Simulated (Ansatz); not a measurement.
**HCl⁺, doublet: reading a ladder of total energies**

Geometry: that of the HCl, singlet, kept fixed.

```yaml
atoms:
  - { symbol: Cl, position_ang: [0.0000, 0.0000, 0.0000] }
  - { symbol: H, position_ang: [0.0000, 0.0000, 1.2788] }
```

Basis cc-pVTZ; Ansatz 0.2.0. Correlated methods freeze the noble-gas cores, which leaves 7 electrons in 43 orbitals. R marks a restricted (for open shells ROHF) determinant.

Full CI isn't at hand for all of this; RCCSDTQ serves as the reference, and is uncertain by the last step of the cluster series or more.

RCCSD has a T1 diagnostic of 0.015 and a largest doubles amplitude of 0.05.

Runs differ by some tens of microhartree through their thresholds and, for an open shell, their frozen cores, so steps under 0.03 kcal/mol mean nothing.

| level | total energy (hartree) |
| --- | --- |
| RHF | -459.677214 |
| RMP2 | -459.844728 |
| RCCSD | -459.868675 |
| RCCSD(T) | -459.874542 |
| RCCSDT | -459.875233 |
| RCCSDT(Q) | -459.875411 |
| RCCSDTQ | -459.875426 |

**Question.** What is the correlation energy at RCCSDTQ, and what share of it do RMP2 and RCCSD(T) recover?

**Answer.** E(corr) = -459.875426 − (-459.677214) = -0.198212 hartree = -5.394 eV. RMP2: -0.167514 / -0.198212 = 84.51 %. RCCSD(T): -0.197328 / -0.198212 = 99.55 %.

**Question.** By how many kcal/mol does RCCSD(T) miss RCCSDTQ (1 hartree = 627.509 kcal/mol), and which steps make up the rest?

**Answer.** -459.874542 − (-459.875426) = 0.000884 hartree = 0.55 kcal/mol. Steps: RCCSDT − RCCSD(T) = -0.43, RCCSDT(Q) − RCCSDT = -0.11, RCCSDTQ − RCCSDT(Q) = -0.01 kcal/mol. That is within 1 kcal/mol of the reference in this basis, which itself misses far more of the correlation at the basis-set limit.
